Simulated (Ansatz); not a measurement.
# AlH₂F + CH₄: a complex and its separated parts

Aim: how far the complex at one end of a reaction step lies below its separated, relaxed parts, level by level.

The runs use Ansatz 0.2.0, Gaussian basis; PBE0-D4/def2-TZVP structures, single points in def2-TZVPP, no counterpoise correction.

Levels: SPW92, PBE-D4, BLYP-D4, r2SCAN-D4, B97M-V, PBE0-D4, B3LYP-D4, r2SCAN0-D4, BHLYP-D4, CAM-B3LYP-D4, wB97X-V, wB97M-V, B2PLYP, PBE-QIDH, RPA on PBE, Hartree-Fock, MP2, CCSD, CCSD(T).

Cores are frozen in the correlated methods. B3LYP uses VWN-RPA correlation. B2PLYP carries no dispersion term here.

20 further runs of the same task are left out: 20 set aside as unsound or not needed.

## (1) Where the work starts

The complex: 9 atoms, charge 0, spin multiplicity 1.

Atoms are counted from 1 here; the program's logs count them from 0.

Bond lengths: Al1–H3 1.577 Å, Al1–H4 1.578 Å, Al1–F6 1.658 Å, C2–H5 1.095 Å, C2–H7 1.090 Å, C2–H8 1.097 Å, C2–H9 1.088 Å. Angles: H3–Al1–H4 125.2°, H3–Al1–F6 117.1°, H4–Al1–F6 116.7°, H5–C2–H7 107.2°, H5–C2–H8 113.1°, H5–C2–H9 109.6°, H7–C2–H8 106.6°, H7–C2–H9 110.7°, H8–C2–H9 109.5°.

Coordinates:

```xyz
9
charge 0, multiplicity 1
Al   -0.1092   -1.4972    0.2187
C     0.0455    1.2451   -0.1852
H    -0.9246   -1.6283   -1.1244
H    -0.7400   -1.4400    1.6639
H     0.9428    0.6276   -0.3000
F     1.5316   -1.7155    0.1300
H     0.3589    2.1894    0.2589
H    -0.6939    0.8076    0.4966
H    -0.4110    1.4113   -1.1584
```

Its parts: AlH₂F holds atoms 1, 3, 4, 6; CH₄ holds atoms 2, 5, 7, 8, 9. Each part counts its atoms afresh in its own runs.

## (2) Relaxing AlH₂F alone

Contents of relax-a/in.yaml:

```yaml
crystal:
  periodic: [false, false, false]
  atoms:
    - {symbol: Al, position_ang: [-0.109161, -1.497190, 0.218668]}
    - {symbol: H, position_ang: [-0.924568, -1.628308, -1.124442]}
    - {symbol: H, position_ang: [-0.740016, -1.439967, 1.663921]}
    - {symbol: F, position_ang: [1.531575, -1.715493, 0.129991]}
basis:
  gaussian: {orbitals: def2-TZVP}
hamiltonian: {xc: pbe0, dispersion: d4}
relax: {f_tol: 0.005, max_steps: 200}
```

No record of the launch command was kept for these runs.

Output, shortened:

```text
Functional definition: PBE0
  name "PBE0"
  cite "Adamo & Barone, J. Chem. Phys. 110, 6158 (1999) doi:10.1063/1.478522"
  cite "Perdew, Burke & Ernzerhof, Phys. Rev. Lett. 77, 3865 (1996) doi:10.1103/PhysRevLett.77.3865"
  parent pbe
[...]
523 factors; their error is unknown
[...]
mean field -9343.46247407 eV, -343.3659126957 hartree, gradient 3.8e-5 eV, S^2 0.000000; 0 other end points of the search recorded, 0 dependent functions left out
[...]
reference -9343.46250198 eV, -343.3659137214 hartree; 12, 12 occupied and 68, 68 virtual orbitals, 523 factors
relax step   1: F+E_penalty+E_count = -9343.48928964 eV  Δ(F+E_penalty+E_count) = +0.000e0 eV  max|allowed force component| = 4.876e-1 eV/Å  Δτ_max = 0.0000 Å  (21 SCF iters, accepted)
[...]
relax step   3: F+E_penalty+E_count = -9343.51184266 eV  Δ(F+E_penalty+E_count) = -2.255e-2 eV  max|allowed force component| = 1.648e-2 eV/Å  Δτ_max = 0.0679 Å  (24 SCF iters, accepted)
[...]
relax step   4: F+E_penalty+E_count = -9343.51185761 eV  Δ(F+E_penalty+E_count) = -1.495e-5 eV  max|allowed force component| = 2.757e-4 eV/Å  Δτ_max = 0.0015 Å  (17 SCF iters, accepted)
523 factors; their error is unknown
mean field -9343.48502971 eV, -343.3667416001 hartree, gradient 6.1e-5 eV, S^2 0.000000; 1 other end points of the search recorded, 0 dependent functions left out
[...]
reference -9343.48505769 eV, -343.3667426284 hartree; 12, 12 occupied and 68, 68 virtual orbitals, 523 factors
Total energy: -9343.51188560 eV, -343.3677285358 hartree
Atom 0 at    -0.115211    -1.565978     0.225315 Å, force    -0.000219    -0.000141     0.000008 eV/Å
Atom 1 at    -0.918080    -1.605367    -1.129976 Å, force     0.000265     0.000051     0.000192 eV/Å
Atom 2 at    -0.735582    -1.416331     1.666045 Å, force     0.000230     0.000024    -0.000213 eV/Å
Atom 3 at     1.526704    -1.693282     0.126754 Å, force    -0.000276     0.000066     0.000013 eV/Å
Dipole moment:    -0.281767     0.021877     0.016912 e Å
```

It took 11 s on 2 threads, shared host; peak memory 0.15 GiB.

Step by step: (the energy doesn't fall at every step)

| step | energy from step 1 (eV) | largest force component (eV/Å) |
| --- | --- | --- |
| 1 | 0.0000 | 0.4876 |
| 2 | 0.0184 | 0.6061 |
| 3 | -0.0226 | 0.0165 |
| 4 | -0.0226 | 0.0003 |

Distances of close pairs at the start and the end, largest changes first:

| bond | before (Å) | after (Å) | change (Å) |
| --- | --- | --- | --- |
| Al1–F4 | 1.658 | 1.650 | -0.008 |
| Al1–H3 | 1.578 | 1.576 | -0.002 |
| Al1–H2 | 1.577 | 1.576 | -0.001 |

## (3) Relaxing CH₄ alone

Contents of relax-b/in.yaml:

```yaml
crystal:
  periodic: [false, false, false]
  atoms:
    - {symbol: C, position_ang: [0.045508, 1.245065, -0.185223]}
    - {symbol: H, position_ang: [0.942773, 0.627623, -0.300032]}
    - {symbol: H, position_ang: [0.358883, 2.189426, 0.258945]}
    - {symbol: H, position_ang: [-0.693884, 0.807578, 0.496581]}
    - {symbol: H, position_ang: [-0.411009, 1.411267, -1.158410]}
basis:
  gaussian: {orbitals: def2-TZVP}
hamiltonian: {xc: pbe0, dispersion: d4}
relax: {f_tol: 0.005, max_steps: 200}
```

Output, shortened:

```text
[... 5 set-up lines as earlier in the session ...]
[...]
356 factors; their error is unknown
[...]
mean field -1101.34007388 eV, -40.4735011999 hartree, gradient 1.6e-5 eV, S^2 0.000000; 0 other end points of the search recorded, 0 dependent functions left out
[...]
reference -1101.34009427 eV, -40.4735019492 hartree; 5, 5 occupied and 50, 50 virtual orbitals, 356 factors
relax step   1: F+E_penalty+E_count = -1101.35917127 eV  Δ(F+E_penalty+E_count) = +0.000e0 eV  max|allowed force component| = 3.182e-1 eV/Å  Δτ_max = 0.0000 Å  (20 SCF iters, accepted)
[...]
356 factors; their error is unknown
[...]
mean field -1101.35638493 eV, -40.4741006199 hartree, gradient 2.2e-5 eV, S^2 0.000000; 1 other end points of the search recorded, 0 dependent functions left out
[...]
reference -1101.35640530 eV, -40.4741013684 hartree; 5, 5 occupied and 50, 50 virtual orbitals, 356 factors
Total energy: -1101.37549557 eV, -40.4748029232 hartree
Atom 0 at     0.048443     1.256152    -0.177674 Å, force     0.000474     0.001028     0.001906 eV/Å
Atom 1 at     0.918746     0.609757    -0.288063 Å, force    -0.001598     0.000260     0.000108 eV/Å
Atom 2 at     0.357234     2.211824     0.245186 Å, force    -0.000557    -0.001158    -0.001234 eV/Å
Atom 3 at    -0.674427     0.782167     0.485843 Å, force     0.001300    -0.000070    -0.001364 eV/Å
Atom 4 at    -0.407725     1.421060    -1.153431 Å, force     0.000381    -0.000060     0.000585 eV/Å
Dipole moment:     0.000003     0.000014     0.000012 e Å
```

It took 4.1 s on 2 threads, shared host; peak memory 0.13 GiB.

Along the way:

| step | energy from step 1 (eV) | largest force component (eV/Å) |
| --- | --- | --- |
| 1 | 0.0000 | 0.3182 |
| 2 | -0.0154 | 0.1272 |
| 3 | -0.0163 | 0.0019 |

Close pairs (by a distance rule), those that changed most:

| bond | before (Å) | after (Å) | change (Å) |
| --- | --- | --- | --- |
| C1–H4 | 1.097 | 1.090 | -0.007 |
| C1–H2 | 1.095 | 1.090 | -0.006 |
| C1–H5 | 1.088 | 1.090 | +0.002 |
| C1–H3 | 1.090 | 1.090 | +0.000 |

## (4) wB97M-V/def2-TZVPP

Contents of parta/in.yaml:

```yaml
crystal:
  periodic: [false, false, false]
  atoms:
    - {symbol: Al, position_ang: [-0.115211, -1.565978, 0.225315]}
    - {symbol: H, position_ang: [-0.918080, -1.605367, -1.129976]}
    - {symbol: H, position_ang: [-0.735582, -1.416331, 1.666045]}
    - {symbol: F, position_ang: [1.526704, -1.693282, 0.126754]}
basis:
  gaussian: {orbitals: def2-TZVPP}
hamiltonian: {xc: {name: wB97M-V}}
```

Contents of partb/in.yaml:

```yaml
crystal:
  periodic: [false, false, false]
  atoms:
    - {symbol: C, position_ang: [0.048443, 1.256152, -0.177674]}
    - {symbol: H, position_ang: [0.918746, 0.609757, -0.288063]}
    - {symbol: H, position_ang: [0.357234, 2.211824, 0.245186]}
    - {symbol: H, position_ang: [-0.674427, 0.782167, 0.485843]}
    - {symbol: H, position_ang: [-0.407725, 1.421060, -1.153431]}
basis:
  gaussian: {orbitals: def2-TZVPP}
hamiltonian: {xc: {name: wB97M-V}}
```

Output in parta, shortened:

```text
Functional definition: wB97M-V
  name "wB97M-V"
  cite "Mardirossian & Head-Gordon, J. Chem. Phys. 144, 214110 (2016) doi:10.1063/1.4952647"
  cite "Becke, J. Chem. Phys. 107, 8554 (1997) doi:10.1063/1.475007"
  cite "Vydrov & Van Voorhis, J. Chem. Phys. 133, 244103 (2010) doi:10.1063/1.3521275"
  # Of w^i u^j: cxij and so on, Table III.
[...]
  gx(w, u) = 1 - cx + cx01*u + cx10*w
  gss(w, u) = css00 + css04*u^4 + css10*w + css20*w^2 + css43*w^4*u^3
  gos(w, u) = cos00 + cos10*w + (cos20 + cos21*u)*w^2 + (cos60 + cos61*u)*w^6
[...]
      + integral(e_c_pw_mod_opposite_spin*gos(b97_w_opposite, b97_u_opposite)) + vv10(b, c)
546 factors; their error is unknown
132 factors; integrals over basis functions are off by at most 2.4e-5 eV
[...]
mean field -9348.08906025 eV, -343.5359366020 hartree, gradient 2.8e-5 eV, S^2 0.000000; 0 other end points of the search recorded, 0 dependent functions left out
reference -9348.08910546 eV, -343.5359382633 hartree; 12, 12 occupied and 89, 89 virtual orbitals, 546 factors
Total energy: -9348.08910546 eV, -343.5359382633 hartree
```

partb printed, shortened:

```text
[... 5 set-up lines as earlier in the session ...]
  # Of w^i u^j: cxij and so on, Table III.
[...]
  gx(w, u) = 1 - cx + cx01*u + cx10*w
  gss(w, u) = css00 + css04*u^4 + css10*w + css20*w^2 + css43*w^4*u^3
  gos(w, u) = cos00 + cos10*w + (cos20 + cos21*u)*w^2 + (cos60 + cos61*u)*w^6
[...]
      + integral(e_c_pw_mod_opposite_spin*gos(b97_w_opposite, b97_u_opposite)) + vv10(b, c)
416 factors; their error is unknown
123 factors; integrals over basis functions are off by at most 1.1e-5 eV
[...]
mean field -1101.86516137 eV, -40.4927978094 hartree, gradient 1.9e-5 eV, S^2 0.000000; 0 other end points of the search recorded, 0 dependent functions left out
reference -1101.86519392 eV, -40.4927990055 hartree; 5, 5 occupied and 82, 82 virtual orbitals, 416 factors
Total energy: -1101.86519392 eV, -40.4927990055 hartree
```

They took 5 s (parta), 4.3 s (partb) on 2 threads, shared host; peak memory 0.2 GiB.

## (5) CCSD(T)/def2-TZVPP

The same edit goes into each in.yaml of step 4 (parta, partb):

```diff
-hamiltonian: {xc: {name: wB97M-V}}
+correlation: {method: ccsd_t}
```

parta printed, shortened:

```text
Functional definition: HF
  name "HF"
  cite "Fock, Z. Phys. 61, 126 (1930) doi:10.1007/BF01340294"
[... 1 set-up line as earlier in the session ...]
[...]
607 factors; integrals over basis functions are off by at most 1.1e-3 eV
[...]
mean field -9323.62421294 eV, -342.6368700462 hartree, gradient 2.0e-6 eV, S^2 0.000000; 0 other end points of the search recorded, 0 dependent functions left out
6 core orbitals not correlated: weight in the atoms' cores, before any rotation towards them, 1.000 or more for the frozen orbitals, at most 0.000 for the correlated occupied ones
reference -9323.62421294 eV, -342.6368700462 hartree; 6, 6 occupied and 89, 89 virtual orbitals, 607 factors
second order -9.18798424 eV of doubles, -0.00000000 eV of singles
cycle   1  -9.29876808 eV  change   -1.1e-1 eV  update   7.1e-2
[...]
cycle   9  -9.59073309 eV  change   -7.8e-6 eV  update   1.1e-5
perturbative correction -0.23322797 eV, -0.0085709698 hartree
Total energy: -9333.44817400 eV, -342.9978939563 hartree
```

Log of partb, shortened:

```text
[... 4 set-up lines as earlier in the session ...]
[...]
482 factors; integrals over basis functions are off by at most 9.2e-4 eV
[...]
mean field -1094.28752215 eV, -40.2143247043 hartree, gradient 9.6e-7 eV, S^2 0.000000; 0 other end points of the search recorded, 0 dependent functions left out
1 core orbitals not correlated: weight in the atoms' cores, before any rotation towards them, 1.000 or more for the frozen orbitals, at most 0.000 for the correlated occupied ones
reference -1094.28752215 eV, -40.2143247043 hartree; 4, 4 occupied and 82, 82 virtual orbitals, 482 factors
second order -5.38055063 eV of doubles, -0.00000000 eV of singles
cycle   1  -5.77370430 eV  change   -3.9e-1 eV  update   4.2e-2
[...]
cycle   8  -5.93361376 eV  change   -1.8e-7 eV  update   1.3e-6
perturbative correction -0.16939189 eV, -0.0062250372 hartree
Total energy: -1100.39052780 eV, -40.4386060251 hartree
```

Times: 5.5 s (parta), 4.1 s (partb) on 2 threads, shared host; peak memory 0.29 GiB.

## (6) Vibrations of AlH₂F

Contents of vib-parta/in.yaml:

```yaml
crystal:
  periodic: [false, false, false]
  atoms:
    - {symbol: Al, position_ang: [-0.115211, -1.565978, 0.225315]}
    - {symbol: H, position_ang: [-0.918080, -1.605367, -1.129976]}
    - {symbol: H, position_ang: [-0.735582, -1.416331, 1.666045]}
    - {symbol: F, position_ang: [1.526704, -1.693282, 0.126754]}
basis:
  gaussian: {orbitals: def2-TZVP}
hamiltonian: {xc: pbe0, dispersion: d4}
phonons: {temperatures: {t_min: 298.15, t_max: 900, t_step: 200}}
```

Output, shortened:

```text
[... 5 set-up lines as earlier in the session ...]
[...]
523 factors; their error is unknown
[...]
mean field -9343.48502971 eV, -343.3667416002 hartree, gradient 3.1e-5 eV, S^2 0.000000; 0 other end points of the search recorded, 0 dependent functions left out
[...]
reference -9343.48505769 eV, -343.3667426285 hartree; 12, 12 occupied and 68, 68 virtual orbitals, 523 factors
[...]
523 factors; their error is unknown
[...]
mean field -9343.48501341 eV, -343.3667410013 hartree, gradient 7.1e-7 eV, S^2 0.000000; 0 other end points of the search recorded, 0 dependent functions left out
[...]
reference -9343.48504139 eV, -343.3667420296 hartree; 12, 12 occupied and 68, 68 virtual orbitals, 523 factors
[...]
reference -9343.48501408 eV, -343.3667410258 hartree; 12, 12 occupied and 68, 68 virtual orbitals, 523 factors
[...]
523 factors; their error is unknown
mean field -9343.48497856 eV, -343.3667397203 hartree, gradient 8.9e-7 eV, S^2 0.000000; 0 other end points of the search recorded, 0 dependent functions left out
[...]
reference -9343.48500654 eV, -343.3667407488 hartree; 12, 12 occupied and 68, 68 virtual orbitals, 523 factors
Total energy: -9343.51188560 eV, -343.3677285359 hartree
Atom 0 at    -0.115211    -1.565978     0.225315 Å, force    -0.000215    -0.000144     0.000024 eV/Å
Atom 1 at    -0.918080    -1.605367    -1.129976 Å, force     0.000261     0.000051     0.000186 eV/Å
Atom 2 at    -0.735582    -1.416331     1.666045 Å, force     0.000235     0.000023    -0.000223 eV/Å
Atom 3 at     1.526704    -1.693282     0.126754 Å, force    -0.000281     0.000070     0.000014 eV/Å
Dipole moment:    -0.281767     0.021877     0.016912 e Å
Vibrations: 550.09 623.82 765.25 846.29 1963.39 1976.02 cm⁻¹, zero-point energy 0.416888 eV
```

It took 21 s on 2 threads, shared host; peak memory 0.15 GiB.

Wavenumbers and character of the modes:

| mode | wavenumber (cm⁻¹) | character |
| --- | --- | --- |
| 1 | 550 | bend |
| 2 | 624 | out-of-plane bend |
| 3 | 765 | bend |
| 4 | 846 | Al–F stretch |
| 5 | 1963 | Al–H stretch |
| 6 | 1976 | Al–H stretch |

Vibrational sums (real modes only):

| T (K) | entropy (J/mol/K) | heat capacity (J/mol/K) |
| --- | --- | --- |
| 298 | 5.7 | 14.4 |
| 498 | 16.0 | 25.8 |
| 698 | 26.0 | 32.9 |
| 898 | 34.9 | 37.6 |

## (7) Vibrations of CH₄

Contents of vib-partb/in.yaml:

```yaml
crystal:
  periodic: [false, false, false]
  atoms:
    - {symbol: C, position_ang: [0.048443, 1.256152, -0.177674]}
    - {symbol: H, position_ang: [0.918746, 0.609757, -0.288063]}
    - {symbol: H, position_ang: [0.357234, 2.211824, 0.245186]}
    - {symbol: H, position_ang: [-0.674427, 0.782167, 0.485843]}
    - {symbol: H, position_ang: [-0.407725, 1.421060, -1.153431]}
basis:
  gaussian: {orbitals: def2-TZVP}
hamiltonian: {xc: pbe0, dispersion: d4}
phonons: {temperatures: {t_min: 298.15, t_max: 900, t_step: 200}}
```

Output, shortened:

```text
[... 5 set-up lines as earlier in the session ...]
[...]
356 factors; their error is unknown
[...]
mean field -1101.35639217 eV, -40.4741008861 hartree, gradient 2.1e-5 eV, S^2 0.000000; 0 other end points of the search recorded, 0 dependent functions left out
[...]
reference -1101.35641207 eV, -40.4741016176 hartree; 5, 5 occupied and 50, 50 virtual orbitals, 356 factors
[... from here to the last solve, the lines of the solves are left out (29 solves) ...]
356 factors; their error is unknown
mean field -1101.35630202 eV, -40.4740975731 hartree, gradient 1.4e-6 eV, S^2 0.000000; 0 other end points of the search recorded, 0 dependent functions left out
[...]
reference -1101.35632193 eV, -40.4740983047 hartree; 5, 5 occupied and 50, 50 virtual orbitals, 356 factors
Total energy: -1101.37550235 eV, -40.4748031724 hartree
Atom 0 at     0.048443     1.256152    -0.177674 Å, force     0.000485     0.001007     0.001883 eV/Å
Atom 1 at     0.918746     0.609757    -0.288063 Å, force    -0.001626     0.000290     0.000113 eV/Å
Atom 2 at     0.357234     2.211824     0.245186 Å, force    -0.000557    -0.001172    -0.001230 eV/Å
Atom 3 at    -0.674427     0.782167     0.485843 Å, force     0.001309    -0.000060    -0.001364 eV/Å
Atom 4 at    -0.407725     1.421060    -1.153431 Å, force     0.000390    -0.000065     0.000597 eV/Å
Dipole moment:     0.000002     0.000014     0.000011 e Å
Vibrations: 1326.41 1326.52 1326.56 1551.07 1551.11 3046.59 3167.28 3167.42 3167.62 cm⁻¹, zero-point energy 1.216941 eV
```

Run time: 25 s. Hardware: 2 threads, shared host; peak memory 0.13 GiB.

Wavenumbers and character of the modes:

| mode | wavenumber (cm⁻¹) | character |
| --- | --- | --- |
| 1 | 1326 | bend |
| 2 | 1327 | bend |
| 3 | 1327 | bend |
| 4 | 1551 | bend |
| 5 | 1551 | bend |
| 6 | 3047 | C–H stretch |
| 7 | 3167 | C–H stretch |
| 8 | 3167 | C–H stretch |
| 9 | 3168 | C–H stretch |

Vibrational sums (real modes only):

| T (K) | entropy (J/mol/K) | heat capacity (J/mol/K) |
| --- | --- | --- |
| 298 | 0.4 | 2.2 |
| 498 | 3.7 | 12.5 |
| 698 | 9.8 | 23.6 |
| 898 | 16.9 | 33.1 |

## (8) Complex less separated parts

The complex's own energies come from single points at the same levels. Levels not printed above were run the same way.

Rows are in def2-TZVPP; times add the 3 runs of a level on a shared host, so small differences are noise.

Differences are taken before rounding.

| method | rung | complex less parts (kJ/mol) | from CCSD(T) (kJ/mol) | time |
| --- | --- | --- | --- | --- |
| SPW92 | LDA | -30.2 | -19.6 | 5.4 s |
| PBE-D4 | GGA | -15.9 | -5.4 | 7.7 s |
| BLYP-D4 | GGA | -8.5 | +2.0 | 8.1 s |
| r2SCAN-D4 | meta-GGA | -16.0 | -5.5 | 13 s |
| B97M-V | meta-GGA | -11.9 | -1.4 | 26 s |
| PBE0-D4 | hybrid | -15.7 | -5.1 | 11 s |
| B3LYP-D4 | hybrid | -10.1 | +0.5 | 10 s |
| r2SCAN0-D4 | hybrid | -16.1 | -5.5 | 17 s |
| BHLYP-D4 | hybrid | -11.1 | -0.6 | 9.5 s |
| CAM-B3LYP-D4 | range-separated hybrid | -11.3 | -0.7 | 13 s |
| wB97X-V | range-separated hybrid | -13.3 | -2.7 | 29 s |
| wB97M-V | range-separated hybrid | -14.3 | -3.8 | 28 s |
| B2PLYP | double hybrid | -5.4 | +5.1 | 17 s |
| PBE-QIDH | double hybrid | -12.2 | -1.6 | 18 s |
| RPA on PBE | RPA | -6.4 | +4.2 | 17 s |
| Hartree-Fock | wavefunction | 4.9 | +15.4 |  |
| MP2 | wavefunction | -10.2 | +0.3 |  |
| CCSD | wavefunction | -8.3 | +2.3 |  |
| CCSD(T) | wavefunction | -10.6 | 0 | 1.7 min |

Among the levels timed on like hardware and quicker than the yardstick, those that no quicker one beats, quickest first: SPW92 (5.4 s, -19.6 kJ/mol); PBE-D4 (7.7 s, -5.4 kJ/mol); BLYP-D4 (8.1 s, +2.0 kJ/mol); BHLYP-D4 (9.5 s, -0.6 kJ/mol); B3LYP-D4 (10 s, +0.5 kJ/mol).

For cost: B3LYP-D4 gets within 0.5 kJ/mol in 10 s, where CCSD(T) took 1.7 min; the quickest level in the cost chart, SPW92, takes 5.4 s and misses by 19.6 kJ/mol.

The complex's zero-point energy, from a separate PBE0-D4 run, is 1.693 eV.

## (9) Outcome

| quantity | value |
| --- | --- |
| complex less parts, CCSD(T)/def2-TZVPP | -10.6 kJ/mol |
| with zero-point energy | -4.8 kJ/mol |
| largest T1 diagnostic | 0.012 |

**Reading.** At CCSD(T) the complex lies 10.6 kJ/mol below its parts. B3LYP-D4 is the best functional here (+0.5 kJ/mol from CCSD(T)); SPW92 is the worst (-19.6 kJ/mol). Mean unsigned error by rung: LDA 19.6, GGA 3.7, meta-GGA 3.4, hybrid 2.9, range-separated hybrid 2.4, double hybrid 3.4 kJ/mol. PBE-D4 gives a relative energy 5.4 kJ/mol too low, an error of 51 % of the reference. No counterpoise was applied, and triple zeta lacks some correlation, so the CCSD(T) reference has a basis error of its own, and close matches with it are partly luck.
